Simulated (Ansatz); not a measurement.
# RbSn2Br5 (I4/mcm, No. 140; cell taken from a computed entry)

The numbers are results of PBEsol (Ansatz, a program for electronic structure, PAW), not measurements.

Numerical settings: plane-wave cutoff 520 eV, 6×6×6 k mesh, Fermi–Dirac smearing 0.01 eV, scalar-relativistic PAW data made under PBE.

Cell (relaxed with PBEsol):

```yaml
crystal:
  lattice:
    - [-4.10913, 4.10913, 7.42254]
    - [4.10913, -4.10913, 7.42254]
    - [4.10913, 4.10913, -7.42254]
  atoms:
    - { symbol: Rb, position: [0.25000, 0.25000, 0.00000] }
    - { symbol: Rb, position: [0.75000, 0.75000, 0.00000] }
    - { symbol: Sn, position: [0.16919, 0.33081, 0.50000] }
    - { symbol: Sn, position: [0.83081, 0.66919, 0.50000] }
    - { symbol: Sn, position: [0.33081, 0.83081, 0.16162] }
    - { symbol: Sn, position: [0.66919, 0.16919, 0.83838] }
    - { symbol: Br, position: [0.47331, 0.29067, 0.50000] }
    - { symbol: Br, position: [0.52669, 0.70933, 0.50000] }
    - { symbol: Br, position: [0.29067, 0.79067, 0.81736] }
    - { symbol: Br, position: [0.70933, 0.20933, 0.18264] }
    - { symbol: Br, position: [0.79067, 0.97331, 0.50000] }
    - { symbol: Br, position: [0.20933, 0.02669, 0.50000] }
    - { symbol: Br, position: [0.97331, 0.47331, 0.18264] }
    - { symbol: Br, position: [0.02669, 0.52669, 0.81736] }
    - { symbol: Br, position: [0.00000, 0.00000, 0.00000] }
    - { symbol: Br, position: [0.50000, 0.50000, 0.00000] }
```

| Item | Result |
|---|---|
| band gap | 2.25 eV |
| smallest direct gap on the k points sampled | 2.50 eV |
| Γ–Γ gap | 2.68 eV |

Spin–orbit coupling is not included.

Computed values are for the static lattice.

It cost roughly 4 core-minutes of CPU time.
